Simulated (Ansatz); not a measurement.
# PS (doublet): the correlation ladder, def2-TZVPP

The task here is to estimate one member of a computed series from the others.

Computed with Ansatz 0.2.0, Gaussian basis. Level: def2-TZVPP, core rule «outside noble gas», up to 10 orbitals frozen.

The runs, in order: UHF; ROHF; CCSD(T) on UHF.

## The system

The geometry is a PBE0/def2-TZVP stationary point (not a proven minimum) of the parent state, kept for this charge and spin.

2 atoms, charge 0, spin multiplicity 2.

Atoms are counted from 1 here; the program's logs count them from 0.

Bond lengths: P1–S2 2.137 Å.

Set-up of the first run:

The input, in.yaml:

```yaml
crystal:
  periodic: [false, false, false]
  atoms:
    - {symbol: P, position_ang: [0.000000, 0.000000, 0.000000]}
    - {symbol: S, position_ang: [0.000000, 0.000000, 2.137000]}
basis:
  gaussian: {orbitals: def2-TZVPP}
magnetization: {spin_polarized: true, initial_magnetization: 1}
hamiltonian: {xc: hf}
output: {orbitals: {seedname: orbitals}}
```

On the command line:

```sh
ansatz run in.yaml --threads 1 --pin off --events-out ev --progress --plain --max-ram 2393MiB
```

Among the steps run: UHF; ROHF; CCSD(T) on UHF.

One of the session's tables, all rows but one given; the rest of the session is left out.

It belongs to the step «Misses and costs». 

```
  method  from UCCSD(T) (kcal/mol)
    ROHF                   +219.89
     UHF                   +199.85
    UMP2                    +43.94
   UCCSD                         ?
UCCSD(T)                         0
```

**Question.** Estimate the row for UCCSD.

As computed: from UCCSD(T) (kcal/mol): +13.02. In the column «from UCCSD(T) (kcal/mol)» it lies between UCCSD(T) (0) and UMP2 (+43.94).

Limits of these values: The determinant is far from a pure spin state, so its energy mixes those of several spin states (harmless only where they are near-degenerate, as at dissociation).
